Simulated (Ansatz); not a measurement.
`[NH][SiH2]O` radical. Charge 0, multiplicity 2.

```xyz
7

N     0.950   -0.559    0.934
Si   -0.297   -0.117   -0.198
O     0.101    1.265   -0.978
H     0.844   -1.493    1.334
H    -0.500   -1.127   -1.266
H    -1.533    0.039    0.624
H     0.435    1.992   -0.450
```

Task: What are the harmonic wavenumbers in cm⁻¹ at PBE0-D4/def2-TZVP (Ansatz, finite differences of forces, unscaled)? (An estimate is asked.)

Result: Computed: 176, 282, 337, 505, 712, 735, 768, 833, 915, 928, 973, 2179, 2233, 3497, 3920.

Task: Is this a minimum?

Result: Yes, all 15 modes are real.

Task: Give the ideal-gas thermochemistry at 298.15 K and 1 bar (rigid rotor, harmonic oscillator; point group C1, symmetry number 1).

Result: Zero-point energy 113.6 kJ/mol; H(298) − E = 129.2 kJ/mol; entropy 293.1 J/(mol·K), of which translation 160.4, rotation 97.3, vibration 29.7, electronic 5.8; G(298) − E = 41.8 kJ/mol.

Task: And at 400, 500, 600, 800 and 1000 K?

Result: 
```json
{"T (K)": "400", "H − E (kJ/mol)": "137.8", "S (J/mol/K)": "318.0", "G − E (kJ/mol)": "10.6"}
{"T (K)": "500", "H − E (kJ/mol)": "147.5", "S (J/mol/K)": "339.7", "G − E (kJ/mol)": "-22.3"}
{"T (K)": "600", "H − E (kJ/mol)": "158.1", "S (J/mol/K)": "358.9", "G − E (kJ/mol)": "-57.2"}
{"T (K)": "800", "H − E (kJ/mol)": "181.1", "S (J/mol/K)": "391.9", "G − E (kJ/mol)": "-132.4"}
{"T (K)": "1000", "H − E (kJ/mol)": "205.9", "S (J/mol/K)": "419.5", "G − E (kJ/mol)": "-213.6"}
```

Task: Rotational constants (cm⁻¹)?

Result: 0.7747, 0.2471, 0.2024.
